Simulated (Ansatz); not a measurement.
What a trial cell of Tl₂As relaxes into

Level of theory: DFT PBE, scalar-relativistic, plane waves, PAW (Ansatz 0.2.0). Cutoff 420 eV, Γ-centred k mesh, Gaussian smearing, no spin polarisation in the final step.

A relaxed cell is given with its space group left out.

```
CELL_PARAMETERS angstrom
-1.78670 1.78670 6.92352
1.78670 -1.78670 6.92352
1.78670 1.78670 -6.92352
ATOMIC_POSITIONS crystal
Tl 0.35938 0.35938 0.00000
Tl 0.64062 0.64062 0.00000
As 0.00000 0.00000 0.00000
```

Energies over the elements count from the elements' standard structures at the same level, with no empirical corrections.

Task: What space group does it have?

Result: I4/mmm (No. 139). Conventional cell: a = 3.573 Å, c = 13.847 Å. Tl is coordinated by 4 As at 3.19 Å, 4 Tl at 3.57 Å and 5 Tl at 3.89–3.94 Å; around As lie 8 Tl at 3.19 Å and 4 As at 3.57 Å.

Task: What is its formation energy per atom?

Result: 0.08 eV/atom.

Task: Is it a metal?

Result: Yes, bands cross the Fermi level on the 18×18×18 mesh.

The final run used a 18×18×18 mesh on its 3-atom cell and 0.10 eV smearing. The k mesh leaves about 4 meV/atom of noise in metals. Spin–orbit coupling is left out. The cell came from a trial start, so Tl₂As may not exist in this structure.

Cost: 3 runs of about 8.5 core-minutes in all, on AMD EPYC 7R43 (Zen 3) (shared hosts).